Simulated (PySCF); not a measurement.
Compound: tert-butylhydrazine, C4H12N2.
Cartesian coordinates in Å at the GFN2-xTB level; atoms count from 1:
```
atom  x, y, z in Å
C1    -0.3620   -0.8996    1.1248
C2     0.2078   -0.1101   -0.0574
C3     1.3580   -0.8951   -0.6922
C4     0.7230    1.2579    0.4218
N5    -0.8256   -0.0030   -1.0962
N6    -2.0650    0.5822   -0.7495
H7     0.4321   -1.1518    1.8221
H8    -1.1111   -0.3196    1.6608
H9    -0.8194   -1.8188    0.7670
H10    1.7738   -0.3484   -1.5357
H11    0.9948   -1.8539   -1.0514
H12    2.1487   -1.0638    0.0341
H13    1.4896    1.1250    1.1806
H14   -0.0804    1.8515    0.8567
H15    1.1511    1.8156   -0.4099
H16   -0.4569    0.5174   -1.8886
H17   -1.9623    1.4214   -0.1731
H18   -2.6050   -0.1006   -0.2256
```

The calculation used TDDFT CAM-B3LYP/def2-SVPD, vertical, gas phase, core orbitals frozen in the response (PySCF 2.14.0, density-fitted response routines).

Transition dipole moments from the ground state, in atomic units and in the frame of the coordinates above (overall signs are arbitrary), for the states with f of 0.002 or more among the lowest 7:

```tsv
state	E (eV)	μx	μy	μz
S1	6.232	0.045	0.139	-0.146
S2	6.728	-0.129	-0.169	-0.264
S3	7.011	0.173	-0.139	0.076
S4	7.471	0.164	-0.329	-0.051
S5	7.606	0.072	0.019	0.164
S6	7.742	0.018	0.083	-0.219
S7	8.131	0.187	0.046	0.051
```

Work out the oscillator strengths.

f = (2/3) ΔE |μ|² with ΔE in hartree (27.2114 eV).

```csv
state,|μ|² (au),|μ| (D),f
S1,0.043,0.53,0.007
S2,0.115,0.86,0.019
S3,0.055,0.60,0.009
S4,0.138,0.94,0.025
S5,0.032,0.46,0.006
S6,0.055,0.60,0.010
S7,0.040,0.51,0.008
```

Which bond between heavy atoms lies closest to the direction of the S4 transition dipole?

C2–C3, at 33° from it; next N5–N6 at 38°.

What angle do the transition dipoles of S2 and S4 make?

|cos θ| = |μa·μb| / (|μa| |μb|) = 0.38, so θ ≈ 68° (taken between 0 and 90°, since the signs are arbitrary).

What peak molar absorption coefficient would the strongest computed level give as a lone Gaussian band 0.5 eV wide at half height?

ε(max) = 2.175×10⁸ f / FWHM, with the width in cm⁻¹. S4: 2.175×10⁸ × 0.0252 / 4033 ≈ 1400 L mol⁻¹ cm⁻¹.

One conformer stands for the species.

Without π bonds the low states may be Rydberg-like; a valence basis with one diffuse set may place them up to an eV too high.
